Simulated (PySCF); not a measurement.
Match the calculated data to a structure.

All candidates are C4H6FN.

| technique | computed result |
| --- | --- |
| Rotational structure | rotational constants A, B, C: 6.383, 3.080, 2.511 GHz [GFN2-xTB] |
| Triplet | lowest triplet excitation (Tamm–Dancoff): 4.42 eV [TDA wB97X-D/def2-SVPD] |
| UV, first state | lowest singlet excitation: 5.08 eV (244 nm, f = 0.000) [TDDFT wB97X-D/def2-SVPD] |
| UV, strongest line | among the 8 lowest singlet transitions: S7 at 8.66 eV (143 nm, f = 0.036) [TDDFT wB97X-D/def2-SVPD] |
| Dipole | 1.77 D [wB97X-D/def2-SVPD] |
| Polarisability | 51.0 au [wB97X-D/def2-SVPD] |

The electronic properties come from PySCF, for the isolated species, density fitting. Levels stand in brackets. One conformer (not necessarily the lowest) at the GFN2-xTB geometry, without solvent, vibrations or thermal averaging.

**Question.** Which candidate is it?
A. `FCC[C@@H]1C=N1`
B. `[H]/N=C/C/C=C/F`
C. `N=C1CC(F)C1`

**Answer.** A. It is `FCC[C@@H]1C=N1`. Numbering: `[F:1][CH2:2][CH2:3][C@@H:4]1[CH:5]=[N:6]1`. Its formula, C4H6FN, gives 2 degrees of unsaturation: 1 ring and 1 π bond in the structure found. The optimised geometry has point group C1 and is an asymmetric top.

The others, at the same levels:
- `N=C1CC(F)C1` fails: its computed strongest line among the 8 lowest singlet transitions is S4 at 7.87 eV (158 nm, f = 0.111) (against S7 at 8.66 eV), static isotropic polarisability is 53.5 au (against 51.0 au) and rotational constant A is 9.819 GHz (against 6.383 GHz).
- `[H]/N=C/C/C=C/F` fails: its computed lowest singlet excitation is 5.23 eV (237 nm, f = 0.005) (against 5.08 eV), strongest line among the 8 lowest singlet transitions is S2 at 6.70 eV (185 nm, f = 0.187) (against S7 at 8.66 eV) and static isotropic polarisability is 58.1 au (against 51.0 au).

Each candidate is one conformer, not necessarily the lowest. The conformers computed, where there is a choice (atom-mapped SMILES and torsion angles):
- `[F:1][CH2:2][CH2:3][C@@H:4]1[CH:5]=[N:6]1`: F1–C2–C3–C4 -66°, C2–C3–C4–C5 27°
- `[H]/[N:1]=[CH:2]/[CH2:3]/[CH:4]=[CH:5]/[F:6]`: N1–C2–C3–C4 121°, C2–C3–C4–C5 111°
